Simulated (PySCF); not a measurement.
Gas-phase reaction: 3 Cl2 + C3H6 (propylene) → 3 CH2Cl2

Computed with PySCF (xtb for GFN2) and rigid-rotor harmonic-oscillator thermochemistry at 1 bar. The comparison is the NASA 1993 polynomial table, which mixes measured and estimated data. † marks an energy on the PBE0/def2-TZVP geometry and frequencies; other levels use their own. MP2 freezes the core. 6-31G* has spherical d functions here. All species are closed-shell singlets. B3LYP is the form with VWN-RPA correlation. MP2 isn't extrapolated to the basis-set limit.

Levels: a) r2SCAN/def2-TZVP†; b) MP2/def2-SVP†; c) GFN2-xTB; d) B3LYP/6-31G*.

Task: Order the levels by the distance of their ΔH°(298 K) from the table for this reaction, closest first.

Result: a (-15 kJ), d (-34 kJ), b (-55 kJ), c (+152 kJ)

The table gives -306 kJ. The order holds for this reaction alone, and for the 1993 entries, some of which have been revised since.
